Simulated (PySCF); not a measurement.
These 2 structures share the formula CH5ClSi. Computed with PySCF, PBE0-D3(BJ)/def2-SVP geometry optimisation, gas phase. Energies are electronic, without zero-point or thermal terms, for one conformer each. No frequencies were run at this level. Point groups hold within 0.08 Å.

Problem. Order them by energy at this level, lowest first, and give relative energies in kcal/mol.
A. methylsilylchloride (`C[SiH2]Cl`)
B. `[SiH3]CCl`

Solution. A (0.0), B (40.1).

```json
{"SMILES": "C[SiH2]Cl", "E (Eh)": "-790.27135", "E rel (kcal/mol)": "0.0", "dipole (D)": "1.95", "point group": "–", "A, B, C (MHz)": "15880, 3798, 3245"}
{"SMILES": "[SiH3]CCl", "E (Eh)": "-790.20740", "E rel (kcal/mol)": "40.1", "dipole (D)": "1.60", "point group": "Cs", "A, B, C (MHz)": "21729, 3173, 2916"}
```

Problem. How do the relative energies change in single points at PBE0/pcSseg-1 (no added dispersion term) on the same geometries?

Solution. 
| SMILES | PBE0-D3(BJ)/def2-SVP (kcal/mol) | PBE0/pcSseg-1 (kcal/mol) | shift |
| --- | --- | --- | --- |
| C[SiH2]Cl | 0.0 | 0.0 | 0.0 |
| [SiH3]CCl | 40.1 | 39.9 | -0.2 |

Each column counts from its own lowest isomer. The order is unchanged; the largest shift is 0.2 kcal/mol.
